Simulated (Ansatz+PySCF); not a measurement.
doublet CH₄NO: levels of theory in one basis

| atom | x (Å) | y (Å) | z (Å) |
| --- | --- | --- | --- |
| H | -2.0892 | 0.3050 | -0.2230 |
| C | -1.1843 | -0.2674 | -0.0707 |
| N | -0.0385 | 0.4647 | 0.1838 |
| O | 1.1229 | -0.2251 | -0.1594 |
| H | 1.6395 | -0.1811 | 0.6533 |
| H | -1.2217 | -1.2711 | 0.3289 |
| H | -0.0142 | 1.3448 | -0.3241 |

Basis set: cc-pVTZ (spherical functions). Correlated methods keep 3 orbitals frozen. Correlation on ROHF uses semicanonical orbitals with singles. Charge 0, multiplicity 2.

Computed with Ansatz (development build ahead of 0.2.0) and PySCF 2.14.0; each method stands on the lowest determinant of its kind that the runs found.

```csv
method,E − E(ROHF) (eV),<S²> of the determinant
ROHF,0.00,0.75
UHF,-0.14,0.77
ROHF-MP2,-16.53,–
UHF-MP2,-16.51,0.77
```
